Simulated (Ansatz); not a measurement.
# Hydrogen sulfide (H2S): one species, many methods

How much do the methods differ for hydrogen sulfide (H2S)? The plan is to run it at one geometry with functionals of several rungs and with coupled cluster. The yardstick is the atomisation energy at the CCSD(T) limit.

Program: Ansatz 0.2.0, Gaussian basis. Level of theory: functionals in def2-TZVPP, the program's frozen cores in correlated methods. These are calculated values, not measurements.

The runs, in order: LDA (SPW92), PBE-D4, revPBE-D4, BLYP-D4, r2SCAN-D4, B97M-V, PBE0-D4, B3LYP-D4, r2SCANh-D4, r2SCAN0-D4, HSE06-D4, BHLYP-D4, CAM-B3LYP-D4, LC-ωPBE, ωB97X-V, ωB97M-V, B2PLYP, PBE-QIDH; CCSD(T)/def2-SVP; CCSD(T)/def2-TZVPP; CCSD(T)/def2-QZVPP; extrapolation to the limit; RPA on PBE.

## 1. The geometry

The geometry comes from an earlier relaxation with PBE0-D4 in a triple-zeta def2 set; it is a stationary point.

SMILES `S`, 3 atoms, charge 0, spin multiplicity 1.

Atoms are counted from 1 here; the program's logs count them from 0.

Bond lengths: S1–H2 1.341 Å, S1–H3 1.341 Å. Angles: H2–S1–H3 92.3°.

## 2. LDA

This LDA is Slater exchange with PW92 correlation.

in.yaml reads:

```yaml
crystal:
  periodic: [false, false, false]
  atoms:
    - {symbol: S, position_ang: [0.495498, -0.280650, 0.243885]}
    - {symbol: H, position_ang: [0.097931, 0.997712, 0.162375]}
    - {symbol: H, position_ang: [-0.593428, -0.717071, -0.406260]}
basis:
  gaussian: {orbitals: def2-TZVPP}
hamiltonian: {xc: lda}
output: {orbitals: {seedname: orbitals}}
```

The runs that follow: PBE-D4 (GGA); revPBE-D4 (GGA); BLYP-D4 (GGA); r2SCAN-D4 (meta-GGA); B97M-V (meta-GGA); PBE0-D4 (hybrid); B3LYP-D4 (hybrid); r2SCANh-D4 (hybrid); r2SCAN0-D4 (hybrid); HSE06-D4 (hybrid); BHLYP-D4 (hybrid); CAM-B3LYP-D4 (range-separated); LC-ωPBE-D4 (range-separated); ωB97X-V (range-separated); ωB97M-V (range-separated); B2PLYP (double hybrid); PBE-QIDH (double hybrid); CCSD(T) in def2-SVP; CCSD(T) in def2-TZVPP; CCSD(T) in def2-QZVPP; RPA on PBE orbitals.

**Question.** What will the summary of the whole plan be? Wanted: atomisation energy, CCSD(T)/CBS; farthest beyond LDA; mean size of error, GGA; mean size of error, meta-GGA; mean size of error, hybrid; mean size of error, range-separated; mean size of error, double hybrid; gap, smallest and largest; T1 diagnostic.

As calculated:

```
                               quantity                                  value
        atomisation energy, CCSD(T)/CBS                         183.8 kcal/mol
functionals within 0.9 kcal/mol (0.5 %)                                ωB97X-V
                    farthest beyond LDA                LC-ωPBE (-6.3 kcal/mol)
                mean size of error, GGA                           2.6 kcal/mol
           mean size of error, meta-GGA                           1.5 kcal/mol
             mean size of error, hybrid                           3.4 kcal/mol
    mean size of error, range-separated                           2.3 kcal/mol
      mean size of error, double hybrid                           4.3 kcal/mol
              gap, smallest and largest  5.68 eV (BLYP-D4), 13.30 eV (LC-ωPBE)
                          T1 diagnostic                                 0.0094
triples share of the correlation energy                                  3.6 %
```

What this shows: The LDA atomisation energy is off by 22.6 kcal/mol (12 %): it overbinds. PBE-D4 misses by -1.3 kcal/mol. Double hybrids carry the basis error of their MP2 part in triple zeta, and no dispersion term here, so their miss is partly the set-up's. Taken by rung, meta-GGA functionals do best (1.5 kcal/mol on average) and double hybrid ones worst beyond LDA (4.3 kcal/mol). The reference freezes the cores and leaves out relativity and excitations past (T), so misses under about 0.9 kcal/mol can't be ranked. Hartree-Fock recovers 70 % of the binding; the rest is correlation. CCSD(T) in def2-SVP is off by -15.0 kcal/mol, so the small basis spoils what the method gains. Orbital gaps span 5.7 to 13.3 eV; exact exchange widens them.
